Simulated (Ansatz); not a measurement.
**C₂H₃N: vertical ionisation energy**

Aim: the vertical ionisation energy of C₂H₃N, as cation minus neutral at the neutral's geometry, on several levels, and how well −ε(HOMO) stands in for it.

Method: unrestricted cation, the program's frozen cores in correlated methods; program: Ansatz 0.2.0, Gaussian basis.

Levels to be run: UKS PBE-D4/def2-TZVPP; UKS r2SCAN-D4/def2-TZVPP; UKS PBE0-D4/def2-TZVPP; UKS B3LYP-D4/def2-TZVPP; UKS wB97X-V/def2-TZVPP; UKS wB97M-V/def2-TZVPP; UKS B2PLYP/def2-TZVPP; UHF-CCSD(T)/def2-TZVPP; UHF-MP2/def2-QZVPP; extrapolation to the limit; then −ε(HOMO) from the neutral's earlier runs with LDA (SPW92), PBE-D4, revPBE-D4, BLYP-D4, r2SCAN-D4, B97M-V, PBE0-D4, B3LYP-D4, r2SCANh-D4, r2SCAN0-D4, HSE06-D4, BHLYP-D4, CAM-B3LYP-D4, LC-ωPBE, ωB97X-V, ωB97M-V.

## 1. The relaxed structure

An earlier PBE0-D4 in a triple-zeta def2 set relaxation fixed the geometry.

SMILES `C=C=N`, 6 atoms, charge 0, spin multiplicity 1.

Atoms are counted from 1 here; the program's logs count them from 0.

Bond lengths: C1–C2 1.305 Å, C1–H4 1.081 Å, C1–H5 1.081 Å, C2–N3 1.217 Å, N3–H6 1.018 Å. Angles: C2–C1–H4 120.2°, C2–C1–H5 120.2°, H4–C1–H5 119.6°, C1–C2–N3 174.5°, C2–N3–H6 116.2°.

## 2. Cation, UKS PBE-D4/def2-TZVPP

in.yaml

```yaml
crystal:
  periodic: [false, false, false]
  atoms:
    - {symbol: C, position_ang: [-0.735416, -0.035607, -0.632015]}
    - {symbol: C, position_ang: [0.189077, 0.098586, 0.279666]}
    - {symbol: N, position_ang: [0.982345, 0.304171, 1.179982]}
    - {symbol: H, position_ang: [-0.709518, 0.571218, -1.526629]}
    - {symbol: H, position_ang: [-1.525894, -0.762036, -0.502489]}
    - {symbol: H, position_ang: [1.841607, -0.240430, 1.155386]}
basis:
  gaussian: {orbitals: def2-TZVPP}
total_charge: 1
magnetization: {spin_polarized: true, initial_magnetization: 1}
hamiltonian: {xc: pbe, dispersion: d4}
```

Run with:

```bash
> ansatz run in.yaml --threads 2 --pin off --events-out ev --progress --plain --max-ram 4352MiB
```

Further steps of the session: Cation, UKS r2SCAN-D4/def2-TZVPP; Cation, UKS PBE0-D4/def2-TZVPP; Cation, UKS B3LYP-D4/def2-TZVPP; Cation, UKS wB97X-V/def2-TZVPP; Cation, UKS wB97M-V/def2-TZVPP; Cation, UKS B2PLYP (frozen core)/def2-TZVPP; Cation, UHF-CCSD(T)/def2-TZVPP; Cation, UHF-MP2/def2-QZVPP.

Q: Predict the results of all the runs planned. Wanted: ionisation energy, CCSD(T)/CBS; nearest functional by difference; nearest −ε(HOMO); −ε(HOMO) of PBE; T1 of the cation.

As calculated:

| quantity | value |
| --- | --- |
| ionisation energy, CCSD(T)/CBS | 9.53 eV |
| nearest functional by difference | B3LYP-D4 (-0.07 eV) |
| nearest −ε(HOMO) | LC-ωPBE (+0.08 eV) |
| −ε(HOMO) of PBE | 5.73 eV |
| T1 of the cation | 0.033 |

What this shows: By cation minus neutral, the functionals miss by 0.25 eV at most. The PBE orbital energy is 3.8 eV too small: a semilocal HOMO is no ionisation energy. Among orbital estimates LC-ωPBE comes nearest. Hartree-Fock falls 1.24 eV short, as the neutral has more correlation energy than the cation. The cation's T1 (from the report) is 0.033, near the customary mark of 0.045 for open shells, so the coupled-cluster value is less safe.
